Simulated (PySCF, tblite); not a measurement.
**C₃H₄O, a complex of two parts: NMR shifts, interaction energy, infrared bands, spin-spin couplings and core binding energies**

The task here is to estimate one member of a computed series from the others.

Programs: tblite 0.8.0 and PySCF 2.14.0. All values are calculated, for the isolated system unless a continuum is named. Atoms count from 0, parts from 1.

## The system as given

8 atoms, charge 0, multiplicity 1; geometry: rigid parts in contact. Parts: 1 = atoms 0–3, `C=O`, charge 0; 2 = atoms 4–7, `C#C`, charge 0.

Set-up of the first run:

The job: settings as JSON, then the geometry in Å.

```
{"job": {"kind": "dock", "xc": "GFN2-xTB", "basis": "xTB"}, "charge": 0, "multiplicity": 1, "parts": [{"atoms": "0-3", "charge": 0, "multiplicity": 1}, {"atoms": "4-7", "charge": 0, "multiplicity": 1}]}
C      0.000664    -0.000062    -0.000131
O      1.173321    -0.214326    -0.002214
H     -0.753360    -0.804889    -0.006433
H     -0.420625     1.019277     0.008778
C      1.105911    -3.570462     1.847893
C      1.368128    -3.009185     0.827544
H      0.875366    -4.064073     2.745152
H      1.598726    -2.515564    -0.069685
```

With the program's defaults for keys left out, this is: GFN2-xTB search for minima from random contacts, gas phase.

Run with:

```
$ OMP_NUM_THREADS=1 python cluster_run.py task.json out
```

The driver reads the jobs from task.json and runs them one after another.

Among the steps run: Search for minima with GFN2-xTB; Geometry optimisation at PBE0-D3(BJ)/def2-TZVPD; Nuclear shieldings: PBE0/pcSseg-2; Coupled-cluster interaction energy: CCSD(T) and MP2.

One table of the session follows, with a row left open; its other results are not shown here.

It belongs to the step «Coupled-cluster interaction energy: CCSD(T) and MP2». 

| method | interaction energy (kcal/mol) |
| --- | --- |
| HF/aug-cc-pVDZ | -1.47 |
| MP2/aug-cc-pVDZ | ? |
| CCSD/aug-cc-pVDZ | -2.23 |
| CCSD(T)/aug-cc-pVDZ | -2.47 |
| HF/aug-cc-pVQZ | -1.44 |
| MP2/aug-cc-pVQZ | -3.04 |
| SCS-MP2/aug-cc-pVQZ | -2.47 |
| MP2, extrapolated | -3.12 |
| CCSD(T), limit estimate | -3.05 |

**Question.** Estimate the row for MP2/aug-cc-pVDZ.

The run gave: interaction energy (kcal/mol): -2.54. In the column «interaction energy (kcal/mol)» it lies between MP2/aug-cc-pVQZ (-3.04) and CCSD(T)/aug-cc-pVDZ (-2.47).
